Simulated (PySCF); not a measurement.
Which functional comes closest?

Molecule: `S(C=C)C#N`, C3H3NS.

Atoms are numbered as in `[CH2:1]=[CH:2][S:3][C:4]#[N:5]`; H(Xn) means a hydrogen on atom n. Ha(C1) is cis to S3; Hb(C1) is trans to S3.

Geometry PBE0-D3(BJ)/def2-SVP throughout; GIAO in PySCF, gas phase, one conformer, non-relativistic; equivalent atoms averaged; basis pcSseg-2.

Reference values (measured; solution, not stated per compound (mostly CDCl3 or CCl4); Pretsch, Buehlmann, Badertscher, Structure Determination of Organic Compounds, 4th ed. (2009)): δ(H(C2)) = 6.19 ppm, δ(Hb(C1)) = 5.70 ppm, δ(Ha(C1)) = 5.66 ppm. Computed shifts are taken against TMS, calculated as an isolated molecule at each level.

Q: How do the functionals HF, LDA, PBE, BLYP, BP86, OPBE, KT2, KT3, B97-D, B3LYP, PBE0, mPW1PW91, WP04, B97-2, BHandHLYP, CAM-B3LYP, wB97X-D, LC-wPBE perform against the reference? Times are CPU seconds on shared hosts with different chips, so compare them loosely; the GGAs took longer than the global hybrids here, which isn't the general rule, and the cause wasn't traced.

A: 
```tsv
functional	kind	H(C2)	Hb(C1)	Ha(C1)	mean abs. error H	core-s
HF	Hartree–Fock	6.52	5.73	5.63	0.13	9.2
LDA	LDA	6.72	5.67	5.63	0.20	21
PBE	GGA	6.62	5.58	5.51	0.23	24
BLYP	GGA	6.57	5.49	5.44	0.27	24
BP86	GGA	6.61	5.57	5.49	0.24	24
OPBE	GGA	6.65	5.65	5.52	0.22	24
KT2	GGA	6.48	5.42	5.37	0.29	26
KT3	GGA	6.47	5.43	5.33	0.29	25
B97-D	GGA	6.55	5.51	5.43	0.26	25
B3LYP	global hybrid	6.58	5.57	5.50	0.23	17
PBE0	global hybrid	6.63	5.67	5.58	0.18	16
mPW1PW91	global hybrid	6.62	5.66	5.56	0.19	16
WP04	global hybrid	6.34	5.42	5.24	0.28	16
B97-2	global hybrid	6.57	5.61	5.48	0.22	15
BHandHLYP	global hybrid	6.55	5.65	5.53	0.18	16
CAM-B3LYP	range-separated hybrid	6.58	5.65	5.57	0.18	21
wB97X-D	range-separated hybrid	6.58	5.68	5.58	0.16	20
LC-wPBE	range-separated hybrid	6.61	5.81	5.70	0.19	26
```

For ¹H the closest is HF (0.13 ppm) and the furthest KT3 (0.29 ppm). One molecule is a small sample, and vibrational and solvent effects are absent from the calculation.
